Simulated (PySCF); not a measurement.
# cis-cis Peroxynitrous Acid (HNO₃): NMR shifts, electronic excitations and K edges in gas and solvents, part 2 of 2

PySCF 2.14.0. Atoms count from 0. Earlier steps stand in the parts before.

## 6. TDDFT and polarisability: CAM-B3LYP/def2-SVPD in chloroform

What the job is given:

```
{"job": {"kind": "uv", "xc": "CAM-B3LYP", "basis": "def2-SVPD", "solvent": "chloroform", "nstates": 6, "ntriplets": 0}, "charge": 0, "multiplicity": 1}
O      1.090571    -0.702784    -0.308523
N      1.044994     0.469980    -0.162052
O     -0.200565     0.975455    -0.115636
O     -1.214536     0.026126    -0.247457
H     -0.686870    -0.802818    -0.342682
```

Method: TDDFT CAM-B3LYP/def2-SVPD, vertical, IEF-PCM chloroform (non-equilibrium linear response), core orbitals frozen in the response.

Standard output:

```text
coarse grid: 4944 points
cycle   1  E = -280.3471003272  dE =  7.432e-01  |g| = 8.779e-01  |ddm| = 2.686e+00
cycle   2  E = -280.1166222045  dE =  2.305e-01  |g| = 1.470e+00  |ddm| = 1.562e+00
cycle   3  E = -280.4898813034  dE = -3.733e-01  |g| = 1.659e-01  |ddm| = 9.945e-01
cycle   4  E = -280.4930368995  dE = -3.156e-03  |g| = 1.035e-01  |ddm| = 1.748e-01
cycle   5  E = -280.4950046096  dE = -1.968e-03  |g| = 1.449e-02  |ddm| = 7.792e-02
cycle   6  E = -280.4950563696  dE = -5.176e-05  |g| = 4.167e-03  |ddm| = 1.621e-02
cycle   7  E = -280.4950614515  dE = -5.082e-06  |g| = 2.179e-03  |ddm| = 6.037e-03
final grid: 49992 points
cycle   8  E = -280.5531727768  dE = -1.223e-05  |g| = 5.109e-03  |ddm| = 2.094e-02
cycle   9  E = -280.5531658710  dE =  6.906e-06  |g| = 8.379e-03  |ddm| = 8.617e-03
cycle  10  E = -280.5531780232  dE = -1.215e-05  |g| = 6.740e-04  |ddm| = 5.324e-03
cycle  11  E = -280.5531781052  dE = -8.196e-08  |g| = 4.476e-04  |ddm| = 7.234e-04
cycle  12  E = -280.5531781552  dE = -5.005e-08  |g| = 9.155e-05  |ddm| = 4.861e-04
cycle  13  E = -280.5531781593  dE = -4.087e-09  |g| = 3.840e-05  |ddm| = 1.938e-04
cycle  14  E = -280.5531781598  dE = -5.328e-10  |g| = 2.069e-05  |ddm| = 7.257e-05
converged SCF energy = -280.5531781598

Static polarisability (au): isotropic 29.548, principal 19.547 29.843 39.255

Singlet excitations
state   eV       nm        f      main configurations
  1   4.1069    301.9   0.00265   H-1->L 0.99
  2   5.7001    217.5   0.07557   H->L 0.95
  3   6.5311    189.8   0.00130   H->L+1 0.85
  4   7.6953    161.1   0.00216   H-4->L 0.75, H-2->L 0.15
  5   7.8306    158.3   0.05244   H-1->L+1 0.92
  6   8.2908    149.5   0.00002   H-2->L 0.53, H-3->L 0.22, H-4->L 0.21
```

It took 2.7 s on 1 thread of Intel Xeon 6975P-C, shared host; peak memory 0.42 GiB.

In short: HOMO -10.64 eV, LUMO -1.42 eV; lowest singlet 4.11 eV.

## 7. TDDFT and polarisability: CAM-B3LYP/def2-SVPD in tetrahydrofuran

What the job is given:

```
{"job": {"kind": "uv", "xc": "CAM-B3LYP", "basis": "def2-SVPD", "solvent": "tetrahydrofuran", "nstates": 6, "ntriplets": 0}, "charge": 0, "multiplicity": 1}
O      1.090571    -0.702784    -0.308523
N      1.044994     0.469980    -0.162052
O     -0.200565     0.975455    -0.115636
O     -1.214536     0.026126    -0.247457
H     -0.686870    -0.802818    -0.342682
```

With the program's defaults for keys left out, this is: TDDFT CAM-B3LYP/def2-SVPD, vertical, IEF-PCM tetrahydrofuran (non-equilibrium linear response), core orbitals frozen in the response.

Standard output:

```text
coarse grid: 4944 points
cycle   1  E = -280.3484341484  dE =  7.419e-01  |g| = 8.752e-01  |ddm| = 2.686e+00
cycle   2  E = -280.1234504953  dE =  2.250e-01  |g| = 1.458e+00  |ddm| = 1.554e+00
cycle   3  E = -280.4906073378  dE = -3.672e-01  |g| = 1.633e-01  |ddm| = 9.863e-01
cycle   4  E = -280.4936812262  dE = -3.074e-03  |g| = 1.013e-01  |ddm| = 1.714e-01
cycle   5  E = -280.4955654066  dE = -1.884e-03  |g| = 1.439e-02  |ddm| = 7.644e-02
cycle   6  E = -280.4956162944  dE = -5.089e-05  |g| = 4.306e-03  |ddm| = 1.627e-02
cycle   7  E = -280.4956214974  dE = -5.203e-06  |g| = 2.236e-03  |ddm| = 6.063e-03
final grid: 49992 points
cycle   8  E = -280.5537302050  dE = -1.218e-05  |g| = 5.172e-03  |ddm| = 2.090e-02
cycle   9  E = -280.5537233062  dE =  6.899e-06  |g| = 8.421e-03  |ddm| = 8.662e-03
cycle  10  E = -280.5537355660  dE = -1.226e-05  |g| = 6.575e-04  |ddm| = 5.337e-03
cycle  11  E = -280.5537356445  dE = -7.848e-08  |g| = 4.468e-04  |ddm| = 7.144e-04
cycle  12  E = -280.5537356947  dE = -5.019e-08  |g| = 8.787e-05  |ddm| = 4.890e-04
cycle  13  E = -280.5537356985  dE = -3.846e-09  |g| = 4.015e-05  |ddm| = 1.888e-04
cycle  14  E = -280.5537356991  dE = -5.541e-10  |g| = 2.005e-05  |ddm| = 7.160e-05
converged SCF energy = -280.5537356991

Static polarisability (au): isotropic 30.287, principal 20.009 30.579 40.273

Singlet excitations
state   eV       nm        f      main configurations
  1   4.1084    301.8   0.00262   H-1->L 0.99
  2   5.7044    217.3   0.07455   H->L 0.95
  3   6.5349    189.7   0.00126   H->L+1 0.86
  4   7.7017    161.0   0.00213   H-4->L 0.75, H-3->L 0.20
  5   7.8435    158.1   0.05268   H-1->L+1 0.92
  6   8.2955    149.5   0.00002   H-3->L 0.64, H-4->L 0.21, H-2->L 0.12
```

Run time: 2.7 s. Hardware: 1 thread of Intel Xeon 6975P-C, shared host; peak memory 0.42 GiB.

This run: HOMO -10.63 eV, LUMO -1.40 eV; lowest singlet 4.11 eV.

## 8. K-edge absorption: BHandHLYP/aug-pcX-1+pcseg-1

What the job is given:

```
{"job": {"kind": "xas", "xc": "BHandHLYP", "basis": {"default": "aug-pcX-1", "H": "pcseg-1"}}, "charge": 0, "multiplicity": 1}
O      1.090571    -0.702784    -0.308523
N      1.044994     0.469980    -0.162052
O     -0.200565     0.975455    -0.115636
O     -1.214536     0.026126    -0.247457
H     -0.686870    -0.802818    -0.342682
```

Level: core-valence-separated TDA BHandHLYP/aug-pcX-1 H:pcseg-1, K edges, non-relativistic, gas phase.

Standard output:

```text
coarse grid: 4944 points
cycle   1  E = -280.4735498391  dE =  7.506e-01  |g| = 8.761e-01  |ddm| = 2.483e+00
cycle   2  E = -280.2815756038  dE =  1.920e-01  |g| = 1.409e+00  |ddm| = 1.224e+00
cycle   3  E = -280.6071513040  dE = -3.256e-01  |g| = 1.594e-01  |ddm| = 7.807e-01
cycle   4  E = -280.6100391886  dE = -2.888e-03  |g| = 1.083e-01  |ddm| = 1.567e-01
cycle   5  E = -280.6120886236  dE = -2.049e-03  |g| = 1.612e-02  |ddm| = 7.285e-02
cycle   6  E = -280.6121691433  dE = -8.052e-05  |g| = 5.570e-03  |ddm| = 1.938e-02
cycle   7  E = -280.6121811498  dE = -1.201e-05  |g| = 2.280e-03  |ddm| = 8.649e-03
cycle   8  E = -280.6121833416  dE = -2.192e-06  |g| = 1.138e-03  |ddm| = 4.409e-03
final grid: 49992 points
cycle   9  E = -280.6441292700  dE = -5.695e-05  |g| = 2.539e-03  |ddm| = 1.198e-02
cycle  10  E = -280.6441285453  dE =  7.247e-07  |g| = 3.116e-03  |ddm| = 3.067e-03
cycle  11  E = -280.6441300451  dE = -1.500e-06  |g| = 6.739e-04  |ddm| = 1.948e-03
cycle  12  E = -280.6441301343  dE = -8.920e-08  |g| = 2.758e-04  |ddm| = 5.549e-04
cycle  13  E = -280.6441301484  dE = -1.417e-08  |g| = 6.730e-05  |ddm| = 1.955e-04
cycle  14  E = -280.6441301511  dE = -2.643e-09  |g| = 2.246e-05  |ddm| = 1.399e-04
cycle  15  E = -280.6441301512  dE = -1.743e-10  |g| = 9.394e-06  |ddm| = 3.424e-05
converged SCF energy = -280.6441301512

N K edge
   eV          f      from atoms
  398.015   0.08645   N1
  404.293   0.07235   N1
  406.671   0.01327   N1
  407.625   0.00613   N1
  408.330   0.00255   N1
  408.649   0.00472   N1
  408.749   0.00256   N1
  409.698   0.00237   N1

O K edge
   eV          f      from atoms
  529.117   0.05125   O0
  530.423   0.07626   O3
  532.565   0.06882   O2
  532.780   0.02452   O2
  533.464   0.00492   O3
  535.316   0.02539   O3
  535.900   0.00093   O0
  536.733   0.05950   O2
  536.851   0.01468   O0
  537.561   0.01327   O3
  537.620   0.01070   O0
  537.829   0.00987   O3
  538.024   0.00313   O0
  538.370   0.00252   O3
  538.590   0.00114   O0
  538.596   0.00259   O2
```

Run time: 2.6 s. Hardware: 1 thread of Intel Xeon 6975P-C, shared host; peak memory 0.47 GiB.

## 9. Side by side: NMR shifts

Shifts (ppm), with basis size and wall time:

```
                             run     H4     O0     O2     O3     N1  functions   time
     PBE0/pcSseg-1 in chloroform  14.16  747.2  548.1  324.2  578.8         73    2 s
PBE0/pcSseg-1 in tetrahydrofuran  14.22  748.5  548.0  325.0  578.8         73  1.4 s
```

The continuum's effect on the ground state:

```
        solvent     ε  polarisation energy (Eh)  μ (D)
     chloroform  4.71                   -0.0039   1.00
tetrahydrofuran  7.43                   -0.0045   1.03
```

## 10. Side by side: electronic excitations

Excitations and ground-state properties, with basis size and wall time:

```
                                   run  lowest singlet (eV)  brightest (eV)      f  gap (eV)  α (Å³)  μ (D)  functions   time
                   CAM-B3LYP/def2-SVPD                 4.12            5.75  0.059      9.22    3.71   0.88         97  3.8 s
     CAM-B3LYP/def2-SVPD in chloroform                 4.11            5.70  0.076      9.23    4.38   1.06         97  2.7 s
CAM-B3LYP/def2-SVPD in tetrahydrofuran                 4.11            5.70  0.075      9.23    4.49   1.09         97  2.7 s
```

The continuum's effect on the ground state:

```
        solvent     ε  polarisation energy (Eh)  μ (D)
     chloroform  4.71                   -0.0037   1.06
tetrahydrofuran  7.43                   -0.0044   1.09
```

## 11. What came out

What follows sums up all 2 parts.

| quantity | value |
| --- | --- |
| point group | Cs |
| rotational constants (main isotopes) | 22.29, 8.34, 6.07 GHz |
| ¹H shifts against TMS (PBE0/pcSseg-1, chloroform) | 14.16 ppm |
| ¹⁷O shifts against H2O (PBE0/pcSseg-1, chloroform) | 747.2, 548.1, 324.2 ppm |
| ¹⁵N shifts against NH3 (PBE0/pcSseg-1, chloroform) | 578.8 ppm |
| lowest singlet (CAM-B3LYP/def2-SVPD) | 4.12 eV (301 nm), f = 0.002 |
| brightest single state of those computed | state 2, 5.75 eV, f = 0.059 |
| surface potential, 1st and 99th percentile | -0.70 V and 2.38 V |
| N K edge | first line 398.01 eV, strongest 398.01 eV (f = 0.086) |
| O K edge | first line 529.12 eV, strongest 530.42 eV (f = 0.076) |
| range of the shift of O0 | 747.2 to 748.5 ppm |
| range of the lowest singlet | 4.11 to 4.12 eV |

**Reading.** Over 15 steps the energy fell by 0.221 eV; of the close pairs, N1–O2 changed most, 1.286 to 1.345 Å. No frequency check was run at this level, so the end point may be a saddle. At PBE0/pcSseg-1: The widest tensor belongs to O0: span 1306 ppm, with a paramagnetic part of -805 ppm. The lowest singlet, at 4.12 eV, is HOMO−1→LUMO 0.99 and is weak; of the 6 states computed, the strongest absorption comes from state 2 at 5.75 eV. At CAM-B3LYP/def2-SVPD, counted by nearest atom on the grid, the HOMO lies on O3 50 %; O2 29 %, the LUMO on N1 51 %; O0 31 %. At the N edge the strongest single line lifts a 1s electron of N1 into LUMO (weight 0.96), and it is the first line. At the O edge the strongest single line lifts a 1s electron of O3 into several orbitals, led by LUMO+1 (weight 0.38), 1.3 eV above the first line. Absolute edge energies from this method are off by several eV; spacings are better. Across the 2 runs the shift of O0 moves most, between 747.2 (PBE0/pcSseg-1 in chloroform) and 748.5 ppm (PBE0/pcSseg-1 in tetrahydrofuran). Part of that comes from the computed reference. The lowest singlet runs from 4.11 eV (CAM-B3LYP/def2-SVPD in chloroform) to 4.12 eV (CAM-B3LYP/def2-SVPD), while the orbital gap spans 9.22 to 9.23 eV. The lowest state need not be the same one in every run.
